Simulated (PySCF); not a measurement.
**Orbital picture of LiN⁻**

LC-ωPBE at R = 1.945 Å; basis Li aug-cc-pVDZ, N aug-cc-pVDZ; no relativity; PySCF 2.14. State: ⁴Σ⁻ (quartet), unpaired electrons σ ↑, π ↑↑. Only the outer orbitals are listed, counted within each symmetry.

| spin | orbital | occ. | ε (eV) | on Li (%) | main shells (%) |
| --- | --- | --- | --- | --- | --- |
| α | 2σ | 1 | -51.74 | 99 | 99 Li s |
| α | 3σ | 1 | -17.88 | 6 | 94 N s |
| α | 1π | 1 | -5.75 | 3 | 97 N p |
| α | 1π | 1 | -5.75 | 3 | 97 N p |
| α | 4σ | 1 | -4.67 | 11 | 87 N p, 8 Li s |
| α | 5σ | 1 | -0.72 | 102 | 72 Li s, 30 Li p |
| α | 2π | 0 | 2.16 | 100 | 99 Li p |
| α | 2π | 0 | 2.16 | 100 | 99 Li p |
| α | 6σ | 0 | 2.27 | 96 | 96 Li p |
| β | 2σ | 1 | -51.69 | 99 | 99 Li s |
| β | 3σ | 1 | -14.27 | 9 | 91 N s |
| β | 4σ | 1 | -3.52 | 14 | 84 N p, 10 Li s |
| β | 1π | 0 | 2.23 | 99 | 99 Li p |
| β | 1π | 0 | 2.23 | 99 | 99 Li p |
| β | 5σ | 0 | 2.31 | 99 | 98 Li p |

Q: Which are the highest filled and the lowest empty level, where do they sit, and how wide is the gap?

A: Highest filled α 5σ at -0.72 eV (in %: 72 Li s, 30 Li p); lowest empty α 2π at 2.16 eV (in %: 99 Li p); the gap at LC-ωPBE is 2.88 eV. An empty level above zero is unbound, and its energy depends on the basis.

| Quantity | Value |
| --- | --- |
| bond order (Mayer) | 0.66 |
| ⟨S²⟩ | 3.756 |
| charge on Li (Mulliken, basis-dependent) | -0.45 |
| charge on Li (Löwdin, basis-dependent) | -0.37 |
| dipole moment (positive dipole points towards N; it is taken about the centre of mass and depends on that origin) | 6.52 D |

Shares are Mulliken populations and can fall outside 0 to 100 %.

The state was picked by a PBE0 search and need not be the measured ground state.
